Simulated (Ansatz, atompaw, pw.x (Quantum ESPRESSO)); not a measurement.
## pw.x on bcc Li: one setting changed

Potential: PAW, atompaw 4.2.0.5, LDA (PW92); core none, reference 1s2 2s1 2p0; waves: 1s (bound): rc 0.75 bohr; 2s (bound): rc 3.00 bohr; 2p (bound, empty): rc 3.00 bohr; 2p channel at 0.3 Ry: rc 3.00 bohr; 3d channel at 0.05 Ry: rc 3.00 bohr; local part: bessel scheme, radius 2.30 bohr; core correction: none; augmentation: besselshape compensation charge, radius 1.28 bohr; PAW radius 3.00 bohr; waves and projectors: custom rrkj gramschmidtortho.

The reference run (k-mesh 14³, cutoffs 120/900 Ry, Fermi–Dirac 0.01 Ry, mixing_beta 0.4, conv_thr 1e-9, no spin) gives -0.18 GPa at 19.087 Å³/atom, where all-electron LAPW gives -0.02 GPa. This run, with its own iteration cap, changes mixing_mode to local-TF.

```
&control
  calculation='scf', prefix='x', pseudo_dir='./', outdir='./tmp', tstress=.true., disk_io='none'
/
&system
  ibrav=0, nat=1, ntyp=1, ecutwfc=120, ecutrho=900, nbnd=8,
  occupations='smearing', smearing='fd', degauss=0.01
/
&electrons
  conv_thr=1e-09, mixing_beta=0.4, electron_maxstep=70, mixing_mode='local-TF'
/
ATOMIC_SPECIES
Li 1.0 Li.UPF
CELL_PARAMETERS angstrom
  -1.68354952 1.68354952 1.68354952
  1.68354952 -1.68354952 1.68354952
  1.68354952 1.68354952 -1.68354952
ATOMIC_POSITIONS crystal
Li 0.0000 0.0000 0.0000
K_POINTS automatic
14 14 14 0 0 0
```

```bash
pw.x < Li.scf.in > Li.scf.out
```

**Question.** How does the run end?

**Answer.** It converges in 6 iterations; the free energy moves by +0.0 meV/atom and the pressure by +0.01 GPa. The result is that of the reference run.

```
Message from routine setup:
     using ibrav=0 with symmetry is DISCOURAGED, use correct ibrav instead
     lattice parameter (alat)  =       5.5104  a.u.
     unit-cell volume          =     128.8055 (a.u.)^3
     number of electrons       =         3.00
     number of Kohn-Sham states=            8
     kinetic-energy cutoff     =     120.0000  Ry
     charge density cutoff     =     900.0000  Ry
     scf convergence threshold =      1.0E-09
     Exchange-correlation= SLA PW NOGX NOGC
     number of k points=   104  Fermi-Dirac smearing, width (Ry)=  0.0100
     iteration #  1     ecut=   120.00 Ry     beta= 0.40
     total energy              =     -14.82252655 Ry
     estimated scf accuracy    <       0.00070781 Ry
     iteration #  2     ecut=   120.00 Ry     beta= 0.40
     total energy              =     -14.82210418 Ry
     estimated scf accuracy    <       0.00036887 Ry
     iteration #  3     ecut=   120.00 Ry     beta= 0.40
     total energy              =     -14.82212699 Ry
     estimated scf accuracy    <       0.00000939 Ry
     iteration #  4     ecut=   120.00 Ry     beta= 0.40
     total energy              =     -14.82213076 Ry
     estimated scf accuracy    <       0.00000008 Ry
     iteration #  5     ecut=   120.00 Ry     beta= 0.40
     total energy              =     -14.82213077 Ry
     estimated scf accuracy    <       0.00000002 Ry
     iteration #  6     ecut=   120.00 Ry     beta= 0.40
     the Fermi energy is     1.0516 ev
!    total energy              =     -14.82213079 Ry
     estimated scf accuracy    <          5.7E-12 Ry
     smearing contrib. (-TS)   =      -0.00220303 Ry
     convergence has been achieved in   6 iterations
          total   stress  (Ry/bohr**3)                   (kbar)     P=       -1.67
     Message from routine punch:
     Nothing written, as per user request (disk_io='none')
```

The run took about 16 s on one core of a shared host (Intel(R) Xeon(R) 6975P-C, 192 threads, 378 GiB, load 35).
